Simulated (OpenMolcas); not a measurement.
# C2HF2 (SMILES [CH]=C(F)F): levels of theory compared

Wanted: a comparison of 5 runs (UHF/3-21G, UHF/aug-cc-pVDZ, UB3LYP/6-31G*, UPBE0/aug-cc-pVDZ, ROMP2/aug-cc-pVDZ) of C2HF2. 

The calculation is run with OpenMolcas 26.06.

**1. The structure to begin with**

C2HF2: 5 atoms, total charge 0, spin state doublet. As SMILES, `[CH]=C(F)F`. The coordinates come from a PBE0-D4/def2-TZVP relaxation.

Bond lengths: C1–C2 1.301 Å, C2–F3 1.313 Å, C2–F4 1.320 Å, C1–H5 1.072 Å. Angles: C1–C2–F3 125.0°, C1–C2–F4 125.4°, F3–C2–F4 109.6°, C2–C1–H5 140.6°.

**2. Energy and forces at UHF/3-21G (run 1)**

File run.input:

```
* C2HF2 Hartree-Fock
&GATEWAY
BasLib=$CurrDir
Coord
5
bohr
C     -0.05329028     1.72475303    -0.02815692
C      0.30915919    -0.69182873     0.23545988
F      1.97249613    -1.72286331     1.76216961
F     -0.93087909    -2.48158835    -0.98322450
H     -1.20299965     3.03206557    -1.06467170
Basis=3-21G
Group=NoSym
&SEWARD
&SCF
UHF
Spin=2
Thresholds=1e-10 1e-07 1e-07 1e-05
PrOrbitals=1 1
&ALASKA
```

The basis set 3-21G is read from a file made from the Basis Set Exchange's data (not shown).

Launch:

```
export MOLCAS_MEM=1860
pymolcas run.input > run.log
```

The log of the run:

```text
--- Start Module: gateway ---
[...]
--- Stop Module: gateway /rc=_RC_ALL_IS_WELL_ ---
[...]
      Basis functions           38
[...]
--- Start Module: scf ---
[...]
       Convergence after  19 Iterations
[...]
::    Total SCF energy                               -273.5936243653
[...]
      Total spin, S                                     0.5948185389
[...]
      Total electronic charge=   31.000000
      Total            charge=   -0.000000
[...]
      Dipole Moment (debye):
      Origin of the operator (angstrom)=    0.1818   -0.5411    0.1362
                   X= -6.7290E-01               Y=  1.6395E+00               Z= -5.7916E-01           Total=  1.8645E+00
      Quadrupole Moment (debye*angstrom):
[...]
--- Stop Module: scf /rc=_RC_ALL_IS_WELL_ ---
--- Start Module: alaska ---
[...]
 *              Molecular gradients               *
 **************************************************
  Irreducible representation: a
 ------------------------------------------------------------------------------------------
                              X                       Y                       Z
 ------------------------------------------------------------------------------------------
  C1                2.13553327814997E-03   -1.87874836294153E-02    1.41137703098079E-03
  C2                7.74715701529513E-03   -1.60600207314525E-02    6.75220026221678E-03
  F3               -1.83057702592890E-02    9.14744323929906E-03   -1.68697750773976E-02
  F4                1.23169750327623E-02    1.59027177099169E-02    1.20473674186012E-02
  H5               -3.89389506691784E-03    9.79734341162697E-03   -3.34116963439768E-03
 ------------------------------------------------------------------------------------------
--- Stop Module: alaska /rc=_RC_ALL_IS_WELL_ ---
[...]
```

Wall time 2.4 s (1 thread of Arm Neoverse V1, shared host); peak memory 0.37 GiB.

**3. Energy and forces at UHF/aug-cc-pVDZ (run 2)**

File job.input:

```
* C2HF2 Hartree-Fock

&GATEWAY
  BASLIB
  $CurrDir
  COORD
  5
  bohr
  C     -0.05329028     1.72475303    -0.02815692
  C      0.30915919    -0.69182873     0.23545988
  F      1.97249613    -1.72286331     1.76216961
  F     -0.93087909    -2.48158835    -0.98322450
  H     -1.20299965     3.03206557    -1.06467170
  BASIS
  aug-cc-pVDZ
  GROUP
  NoSym

&SEWARD

&SCF
  UHF
  SPIN
  2
  THRESHOLDS
  1e-10 1e-07 1e-07 1e-05
  PRORBITALS
  0

&ALASKA
```

The basis set aug-cc-pVDZ is read from a file made from the Basis Set Exchange's data (not shown).

Launch:

```
export MOLCAS_MEM=1860
pymolcas job.input > job.log
```

The log of the run:

```text
--- Start Module: gateway ---
[...]
--- Stop Module: gateway /rc=_RC_ALL_IS_WELL_ ---
[...]
      Basis functions          101
[...]
--- Start Module: scf ---
[...]
       Convergence after  20 Iterations
[...]
::    Total SCF energy                               -275.1234923508
[...]
      Total spin, S                                     0.5735131154
[...]
      Total electronic charge=   31.000000
      Total            charge=   -0.000000
[...]
      Dipole Moment (debye):
      Origin of the operator (angstrom)=    0.1818   -0.5411    0.1362
                   X= -6.1576E-01               Y=  1.4477E+00               Z= -5.3161E-01           Total=  1.6606E+00
      Quadrupole Moment (debye*angstrom):
[...]
--- Stop Module: scf /rc=_RC_ALL_IS_WELL_ ---
[...]
--- Start Module: alaska ---
[...]
 *              Molecular gradients               *
 **************************************************
  Irreducible representation: a
 ------------------------------------------------------------------------------------------
                              X                       Y                       Z
 ------------------------------------------------------------------------------------------
  C1               -2.02353332909211E-03   -1.60303444336254E-02   -2.40046117853521E-03
  C2                5.81696696619893E-04    2.05498960487125E-02    1.18776298228074E-03
  F3                4.85542372647885E-03   -3.02766830081147E-03    4.45758818794850E-03
  F4               -4.37598379516579E-03   -5.55059326480922E-03   -4.27511712946682E-03
  H5                9.62396701196688E-04    4.05870995060198E-03    1.03022713770295E-03
 ------------------------------------------------------------------------------------------
--- Stop Module: alaska /rc=_RC_ALL_IS_WELL_ ---
[...]
```

Wall time 17 s (1 thread of Arm Neoverse V1, shared host); peak memory 0.57 GiB.

Runs 3 to 4 aren't shown in full; the table further down has their settings and results.

**4. The energy at ROMP2/aug-cc-pVDZ (run 5)**

File coord.xyz:

```xyz
5

C     -0.028200     0.912700    -0.014900
C      0.163600    -0.366100     0.124600
F      1.043800    -0.911700     0.932500
F     -0.492600    -1.313200    -0.520300
H     -0.636600     1.604500    -0.563400
```

File mol.inp:

```
&GATEWAY
  BasLib = $CurrDir
  Coord = coord.xyz
  Basis = aug-cc-pVDZ
  Group = NoSym

&SEWARD

&SCF
  UHF
  Spin = 2
  Thresholds = 1e-10 1e-07 1e-07 1e-05
  PrOrbitals = 1 1

&RASSCF
  FileOrb = $Project.UnaOrb
  Spin = 2
  Nactel = 1 0 0
  Inactive = 15
  Ras2 = 1
  OutOrbitals = Canonical
  OrbListing = Nothing

&CASPT2
  IPEA = 0.0
  Frozen = 4
```

The basis set aug-cc-pVDZ is read from a file made from the Basis Set Exchange's data (not shown).

Launch:

```
export MOLCAS_MEM=1860
pymolcas mol.inp > mol.log
```

The log of the run:

```text
--- Start Module: gateway ---
[...]
--- Stop Module: gateway /rc=_RC_ALL_IS_WELL_ ---
[...]
      Basis functions          101
[...]
       Convergence after  20 Iterations
[...]
::    Total SCF energy                               -275.1234923509
[...]
      Total spin, S                                     0.5735131192
[...]
--- Start Module: rasscf ---
[...]
      Number of active orbitals                  1
[...]
      Spin quantum number                      0.5
[...]
      Active orbitals                            1
[...]
      Number of CSFs                             1
[...]
      Number of root(s) required                 1
[...]
      Convergence after  9 iterations
[...]
      printout of CI-coefficients larger than  0.05 for root  1
      energy=    -275.116497
      conf/sym  1     Coeff  Weight
             1  u   1.00000 1.00000
      Natural orbitals and occupation numbers for root  1
      sym 1:   1.000000
      ************************************************************************************************************************
      *                                                    Final results                                                     *
[...]
::    RASSCF root number  1 Total energy:   -275.11649699
[...]
      Total electronic charge=   31.000000
      Total            charge=   -0.000000
[...]
      Dipole Moment (debye):
      Origin of the operator (angstrom)=    0.1818   -0.5411    0.1362
                   X= -6.1272E-01               Y=  1.3438E+00               Z= -5.3204E-01           Total=  1.5698E+00
      Quadrupole Moment (debye*angstrom):
[...]
--- Stop Module: rasscf /rc=_RC_ALL_IS_WELL_ ---
[...]
--- Start Module: caspt2 ---
[...]
 ###    WARNING: User changed nr of frozen orbitals.                         ###
 ###############################################################################
[...]
      E2 (Variational):          -0.6471300845
      Total energy:            -275.7636270713
[...]
      Reference weight:           0.85002
[...]
::    CASPT2 Root  1     Total energy:   -275.76362707
[...]
--- Stop Module: caspt2 /rc=_RC_ALL_IS_WELL_ ---
[...]
```

Wall time 23 s (1 thread of Arm Neoverse V1, shared host); peak memory 0.57 GiB.

**5. All runs side by side**

```
run                                level  Cartesian functions  integration grid  energy (Eh)  dipole moment (D)  HOMO energy (eV)  LUMO energy (eV)  wall time
  1                            UHF/3-21G                   no                 –  -273.593624               1.86            -10.80              2.46      2.4 s
  2                      UHF/aug-cc-pVDZ                   no                 –  -275.123492               1.66            -10.92              0.94       17 s
  3  UB3LYP/6-31G* (Cartesian functions)                  yes         UltraFine  -276.362041               1.08             -7.14             -3.03       23 s
  4                    UPBE0/aug-cc-pVDZ                   no         UltraFine  -276.128839               1.28             -7.85             -3.13       53 s
  5                    ROMP2/aug-cc-pVDZ                   no                 –  -275.763627                  –                 –                 –       23 s
```

**6. Outcome**

```
           quantity          value
run 5: total energy  -275.76363 Eh
```

Over runs 1, 2, 3, 4 the dipole moment (its size) runs from 1.08 D (UB3LYP/6-31G*) to 1.86 D (UHF/3-21G). The two ends differ in method and basis. Totals of different functionals can't be ranked against each other. Spin contamination of the reference: run 1 ⟨S²⟩ = 0.95, run 2 ⟨S²⟩ = 0.90. All runs together took 2 min, the longest 53 s.
